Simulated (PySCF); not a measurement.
Propiolic acid, C3H2O2.
Atom-mapped SMILES: `[CH:1]#[C:2][C:3](=[O:4])[OH:5]` (hydrogens: H6 on C1; H7 on O5)

Computed with PySCF at PBE0/pcSseg-1 and CAM-B3LYP/def2-SVPD, non-relativistic, on one gas-phase PBE0-D3(BJ)/def2-SVP geometry that isn't relaxed in the solvent. The solvent is an IEF-PCM continuum (Bondi radii, 1.10 Å for H, scaled by 1.2). The model holds no explicit solvent molecules, cavitation or dispersion.

Gas phase at PBE0/pcSseg-1: HOMO -8.47 eV, LUMO -1.51 eV, dipole 1.66 D.

What does the continuum do to the energy, the frontier levels and the dipole at PBE0/pcSseg-1 in chloroform, acetone and acetonitrile?

| solvent | ε | E(solvent) − E(gas) (kcal/mol) | polarisation term (kcal/mol) | distortion of the solute (kcal/mol) | HOMO (eV) | LUMO (eV) | dipole (D) |
| --- | --- | --- | --- | --- | --- | --- | --- |
| chloroform | 4.711 | -5.54 | -6.05 | 0.51 | -8.52 | -1.50 | 1.99 |
| acetone | 20.49 | -7.35 | -8.24 | 0.89 | -8.55 | -1.51 | 2.09 |
| acetonitrile | 35.69 | -7.61 | -8.56 | 0.95 | -8.56 | -1.51 | 2.11 |

The polarisation term is half the interaction of the solute with the surface charges that it induces; the rest is the cost of distorting the solute's density. The sum is the electrostatic part of solvation alone. From chloroform to acetonitrile the lowering changes by a factor 1.37, Onsager's factor (ε − 1)/(2ε + 1) by 1.35 and ε itself by 7.6.

Which radius a makes the point-dipole formula ΔE = −[(ε − 1)/(2ε + 1)]·μ²/a³ give the value in acetonitrile, with the gas-phase dipole?

μ = 0.655 au and |ΔE| = 0.01213 Eh give a = 1.36 Å; the farthest nucleus lies 3.00 Å from the centroid of the nuclei, so such a sphere wouldn't even hold the nuclei. The formula assumes a rigid point dipole at the centre of a sphere.

Which ESP-fitted charges (PBE0/pcSseg-1) respond most in acetone (means over atoms taken as equivalent)?

```tsv
atoms	environment	gas (e)	solvent (e)	change
C2	alkyne carbon	-0.105	-0.200	-0.095
C3	carboxylic acid carbon	+0.760	+0.838	+0.078
O4	acid carbonyl oxygen	-0.520	-0.581	-0.061
C1	terminal alkyne carbon	-0.317	-0.267	+0.050
H7	acid proton	+0.420	+0.456	+0.036
O5	acid hydroxyl oxygen	-0.552	-0.577	-0.025
```

Which Mayer bond orders change most in acetone?

```csv
bond,length (Å),gas,solvent,change
C1–C2,1.210,2.447,2.406,-0.041
C3–O4,1.202,1.948,1.914,-0.034
C3–O5,1.335,1.196,1.220,+0.024
O5–H7,0.970,0.931,0.915,-0.016
C2–C3,1.453,0.946,0.959,+0.013
C1–H6,1.076,1.097,1.106,+0.009
```

How do the nuclear quadrupole coupling constants eQVzz/h respond in acetone?

| nucleus | Q (barn) | gas (MHz) | solvent (MHz) | η gas | η solvent |
| --- | --- | --- | --- | --- | --- |
| 17O at O4 | -0.0256 | 9.68 | 9.51 | 0.15 | 0.08 |
| 17O at O5 | -0.0256 | -9.49 | -9.09 | 0.54 | 0.52 |

Gas phase at CAM-B3LYP/def2-SVPD: HOMO -9.98 eV, LUMO -0.52 eV, dipole 1.77 D.

What does the continuum do to the energy, the frontier levels and the dipole at CAM-B3LYP/def2-SVPD in acetone and acetonitrile?

```csv
solvent,ε,E(solvent) − E(gas) (kcal/mol),polarisation term (kcal/mol),distortion of the solute (kcal/mol),HOMO (eV),LUMO (eV),dipole (D)
acetone,20.49,-7.36,-8.40,1.04,-10.04,-0.50,2.25
acetonitrile,35.69,-7.62,-8.74,1.12,-10.04,-0.50,2.27
```

How does the static polarisability (CAM-B3LYP/def2-SVPD, frozen core, with the continuum's full static response) change?

```tsv
medium	isotropic (au)	principal values (au)	⟨r²⟩ of the electrons (bohr²)
gas	42.1	27.4, 37.8, 61.1	379.1
acetone	53.3	34.4, 48.9, 76.8	378.1
acetonitrile	53.8	34.7, 49.3, 77.3	378.1
```

The isotropic value in acetonitrile is 1.28 times the gas-phase one; no cavity-field correction is applied. ⟨r²⟩ is taken about the centre of nuclear charge.

Shape of the structure used: `[CH:1]#[C:2][C:3](=[O:4])[OH:5]`: H–O5–C3–C2 180°.
